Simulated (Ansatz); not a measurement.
Input file:

```yaml
crystal:
  periodic: [false, false, false]
  atoms:
    - {symbol: B, position_ang: [0.000000, -0.241438, 0.738854]}
    - {symbol: O, position_ang: [0.000000, 0.157722, -0.533034]}
    - {symbol: H, position_ang: [0.000000, 0.555963, 1.636501]}
    - {symbol: H, position_ang: [0.000000, -0.469914, -1.100299]}
basis:
  gaussian: {orbitals: pcseg-2}
magnetization: {spin_polarized: false, initial_magnetization: 1}
correlation: {active_space: {ras: {orbitals: [5, 1, 80], electrons: 11, max_holes: 2, max_particles: 2}, fixed_orbitals: true}}
accuracy: high
scf: {lower_state_search: off}
```

```sh
$ ansatz run in.yaml --threads 1 --pin off --events-out ev --progress --plain --max-ram 2393MiB
```

The program prints:

```
these checks for a lower state are left out or cut short: stability, starts, cluster_reference, orbital_swaps, neighbouring_geometries, increment
1467 factors; integrals over basis functions are off by at most 3.2e-9 eV
mean field evaluation 1: about -2738.0936 eV, gradient 3.4e1 eV
mean field evaluation 2: about -2738.0969 eV, gradient 3.4e1 eV
mean field evaluation 4: about -2740.5480 eV, gradient 2.8e0 eV
mean field evaluation 8: about -2740.6015 eV, gradient 1.5e-1 eV
mean field evaluation 16: about -2740.6017 eV, gradient 1.8e-8 eV
mean field -2740.60169754 eV, -100.7152547381 hartree, gradient 1.8e-8 eV, S^2 0.750000; 0 other end points of the search recorded, 0 dependent functions left out
reference -2740.60169754 eV, -100.7152547381 hartree; 8, 7 occupied and 80, 81 virtual orbitals, 1467 factors
state -2748.93492385 eV, -101.0214951566 hartree
Total energy: -2748.93492385 eV, -101.0214951566 hartree
Checks for a lower state left out: stability, starts, cluster_reference, orbital_swaps, neighbouring_geometries, increment
```

Ran on 1 thread of Arm Neoverse V1, shared host: 21 s wall, 0.45 GiB peak host memory.
